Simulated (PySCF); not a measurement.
PySCF input (MN15/def2-TZVPD):

```python
from pyscf import gto, scf, dft

mol = gto.M(
    atom='''
    C     0.00913574    0.00173503   -1.20562697
    C    -0.00077797   -0.00014775    0.10266711
    H     0.02818759    0.94008178   -1.73766571
    H    -0.00183081   -0.93507619   -1.74059173
    O    -0.00956292   -0.00181616    1.26200208
    ''',
    basis='def2-tzvpd',
    charge=0,
    spin=0,
    verbose=4,
)

mf = dft.RKS(mol, xc='mn15').density_fit(auxbasis='def2-universal-jkfit')
mf.grids.level = 4
mf.conv_tol = 1e-9
mf.max_cycle = 100
mf.max_memory = 1500
mf.kernel()
if not mf.converged:
    mf = mf.newton()
    mf.kernel(mf.make_rdm1())
mf.analyze()
```

Output:

```
PySCF version 2.14.0

[INPUT] verbose = 4
[INPUT] num. atoms = 5
[INPUT] num. electrons = 22
[INPUT] charge = 0
[INPUT] spin (= nelec alpha-beta = 2S) = 0
[INPUT] symmetry False subgroup None
[INPUT] Mole.unit = angstrom
[INPUT] Symbol           X                Y                Z      unit          X                Y                Z       unit  Magmom
[INPUT]  1 C      0.009135740000   0.001735030000  -1.205626970000 AA    0.017264046545   0.003278731518  -2.278304781689 Bohr   0.0
[INPUT]  2 C     -0.000777970000  -0.000147750000   0.102667110000 AA   -0.001470150233  -0.000279207035   0.194012719901 Bohr   0.0
[INPUT]  3 H      0.028187590000   0.940081780000  -1.737665710000 AA    0.053266825212   1.776497098894  -3.283712287948 Bohr   0.0
[INPUT]  4 H     -0.001830810000  -0.935076190000  -1.740591730000 AA   -0.003459729486  -1.767037904702  -3.289241664383 Bohr   0.0
[INPUT]  5 O     -0.009562920000  -0.001816160000   1.262002080000 AA   -0.018071299751  -0.003432044998   2.384838299831 Bohr   0.0

nuclear repulsion = 58.6962399446735
number of shells = 50
number of NR pGTOs = 181
number of NR cGTOs = 132
basis = def2-tzvpd
ecp = {}

******** <class 'pyscf.df.df_jk.DFRKS'> ********
method = DFRKS
initial guess = minao
damping factor = 0
level_shift factor = 0
DIIS = <class 'pyscf.scf.diis.CDIIS'>
diis_start_cycle = 1
diis_space = 8
diis_damp = 0
SCF conv_tol = 1e-09
SCF conv_tol_grad = None
SCF max_cycles = 100
direct_scf = False
XC library pyscf.dft.libxc version 7.1.2
    S. Lehtola, C. Steigemann, M. J. T. Oliveira, and M. A. L. Marques,  SoftwareX 7, 1–5 (2018)
XC functionals = mn15
    H. S. Yu, X. He, S. L. Li, and D. G. Truhlar,  Chem. Sci. 7, 5032–5051 (2016)
    H. S. Yu, X. He, S. L. Li, and D. G. Truhlar,  Chem. Sci. 7, 5032–5051 (2016)
radial grids:
    Treutler-Ahlrichs [JCP 102, 346 (1995); DOI:10.1063/1.469408] (M4) radial grids

becke partition: Becke, JCP 88, 2547 (1988); DOI:10.1063/1.454033
pruning grids: <function nwchem_prune>
grids dens level: 4
symmetrized grids: False
atomic radii adjust function: <function treutler_atomic_radii_adjust>
small_rho_cutoff = 0
Set gradient conv threshold to 3.16228e-05
Initial guess from minao.
tot grids = 116896
******** <class 'pyscf.df.df.DF'> ********
auxbasis = def2-universal-jkfit
init E= -152.898990856643
  HOMO = -0.268331476015256  LUMO = -0.0706797490656577  gap/eV = 5.37838
cycle= 1 E= -152.399733688844  delta_E= 0.499  |g|= 0.697  |ddm|= 2.42
  HOMO = -0.240611419597165  LUMO = 0.000830634618793624  gap/eV = 6.56997
cycle= 2 E= -152.190131467498  delta_E= 0.21  |g|= 1.31  |ddm|= 0.975
[...]
cycle= 10 E= -152.492039531068  delta_E= -2.55e-10  |g|= 4.28e-06  |ddm|= 7.24e-05
  HOMO = -0.289417013876712  LUMO = -0.00877129965697421  gap/eV = 7.63676
Extra cycle  E= -152.492039531066  delta_E= 1.59e-12  |g|= 5.88e-06  |ddm|= 1.19e-05
converged SCF energy = -152.492039531066
**** SCF Summaries ****
Total Energy =                        -152.492039531066325
Nuclear Repulsion Energy =              58.696239944673451
One-electron Energy =                 -322.444951760325750
Two-electron Energy =                  111.256672284585960
Two-electron Coulomb Energy =          131.186703773973022
DFT Exchange-Correlation Energy =      -19.930031489387062
HOMO-LUMO gap [eV] =                     7.636758864491877
**** MO energy ****
MO #1   energy= -18.8828903564443  occ= 2
MO #2   energy= -10.1721861275487  occ= 2
MO #3   energy= -10.0511662129571  occ= 2
MO #4   energy= -1.16160667876322  occ= 2
MO #5   energy= -0.825018397364978 occ= 2
MO #6   energy= -0.587271559884872 occ= 2
MO #7   energy= -0.538194979800279 occ= 2
MO #8   energy= -0.536615281514436 occ= 2
MO #9   energy= -0.510348138064373 occ= 2
MO #10  energy= -0.452454436639893 occ= 2
MO #11  energy= -0.289417013876712 occ= 2
MO #12  energy= -0.00877129965697421 occ= 0
MO #13  energy= 0.0442561414143903 occ= 0
MO #14  energy= 0.0745440414877345 occ= 0
MO #15  energy= 0.0850341423201581 occ= 0
MO #16  energy= 0.1049432221155    occ= 0
MO #17  energy= 0.11802552140454   occ= 0
MO #18  energy= 0.127230222100106  occ= 0
MO #19  energy= 0.154137747705267  occ= 0
MO #20  energy= 0.155015142052681  occ= 0
MO #21  energy= 0.187771300376751  occ= 0
MO #22  energy= 0.195226190121011  occ= 0
MO #23  energy= 0.223152219226662  occ= 0
MO #24  energy= 0.226902640597708  occ= 0
MO #25  energy= 0.27726705337519   occ= 0
MO #26  energy= 0.283998130056519  occ= 0
MO #27  energy= 0.29142396807875   occ= 0
MO #28  energy= 0.315612484675099  occ= 0
MO #29  energy= 0.325611600906131  occ= 0
MO #30  energy= 0.3275476600589    occ= 0
MO #31  energy= 0.334031114606439  occ= 0
MO #32  energy= 0.353493883747159  occ= 0
MO #33  energy= 0.372756105496179  occ= 0
MO #34  energy= 0.374479581150353  occ= 0
MO #35  energy= 0.381368766043435  occ= 0
MO #36  energy= 0.415815089246347  occ= 0
MO #37  energy= 0.44553937516824   occ= 0
MO #38  energy= 0.450347529168838  occ= 0
MO #39  energy= 0.457549273417432  occ= 0
MO #40  energy= 0.480154424170723  occ= 0
MO #41  energy= 0.488964384178582  occ= 0
MO #42  energy= 0.562643806044085  occ= 0
MO #43  energy= 0.57200319912205   occ= 0
MO #44  energy= 0.588170176641927  occ= 0
MO #45  energy= 0.591140561994529  occ= 0
MO #46  energy= 0.599969207554387  occ= 0
MO #47  energy= 0.612423574200224  occ= 0
MO #48  energy= 0.646060894136205  occ= 0
MO #49  energy= 0.688453477237427  occ= 0
MO #50  energy= 0.704363801136878  occ= 0
MO #51  energy= 0.742795631813298  occ= 0
MO #52  energy= 0.754230047154797  occ= 0
MO #53  energy= 0.771720013959926  occ= 0
MO #54  energy= 0.831548947486176  occ= 0
MO #55  energy= 0.855286411998247  occ= 0
MO #56  energy= 0.893418300614631  occ= 0
MO #57  energy= 0.928111509546319  occ= 0
MO #58  energy= 0.928168919451791  occ= 0
MO #59  energy= 0.967086393839188  occ= 0
MO #60  energy= 0.97418697765074   occ= 0
MO #61  energy= 1.00916229521308   occ= 0
MO #62  energy= 1.09793886440083   occ= 0
MO #63  energy= 1.15352015955441   occ= 0
MO #64  energy= 1.19056384950873   occ= 0
MO #65  energy= 1.3312642872612    occ= 0
MO #66  energy= 1.34153555382161   occ= 0
MO #67  energy= 1.34157347081101   occ= 0
MO #68  energy= 1.5220853832019    occ= 0
MO #69  energy= 1.56804669723741   occ= 0
MO #70  energy= 1.60834513733204   occ= 0
MO #71  energy= 1.75959835631534   occ= 0
MO #72  energy= 1.76777939788878   occ= 0
MO #73  energy= 1.77547414461188   occ= 0
MO #74  energy= 1.79897800328122   occ= 0
MO #75  energy= 1.86407141301889   occ= 0
MO #76  energy= 1.88973340635549   occ= 0
MO #77  energy= 1.92140118820924   occ= 0
MO #78  energy= 1.96758341253852   occ= 0
MO #79  energy= 2.01747256728984   occ= 0
MO #80  energy= 2.0629509583747    occ= 0
MO #81  energy= 2.24236714914175   occ= 0
MO #82  energy= 2.26374146214599   occ= 0
MO #83  energy= 2.32195055514463   occ= 0
MO #84  energy= 2.33577882308165   occ= 0
MO #85  energy= 2.41696611476625   occ= 0
MO #86  energy= 2.52996073179994   occ= 0
MO #87  energy= 2.53076208044237   occ= 0
MO #88  energy= 2.57598153874214   occ= 0
MO #89  energy= 2.60124398039843   occ= 0
MO #90  energy= 2.7081545788397    occ= 0
MO #91  energy= 2.71184922934446   occ= 0
MO #92  energy= 2.74624433231977   occ= 0
MO #93  energy= 2.7824651089812    occ= 0
MO #94  energy= 2.94287093600415   occ= 0
MO #95  energy= 2.95123807256979   occ= 0
MO #96  energy= 2.95178394623831   occ= 0
MO #97  energy= 2.98670789324654   occ= 0
MO #98  energy= 3.04775054359793   occ= 0
MO #99  energy= 3.08735763894962   occ= 0
MO #100 energy= 3.1185887771586    occ= 0
MO #101 energy= 3.16026533612306   occ= 0
MO #102 energy= 3.17205741428006   occ= 0
MO #103 energy= 3.18875124399567   occ= 0
MO #104 energy= 3.22487514195292   occ= 0
MO #105 energy= 3.31212678655804   occ= 0
MO #106 energy= 3.50518751181596   occ= 0
MO #107 energy= 3.65003077690184   occ= 0
[...]
```
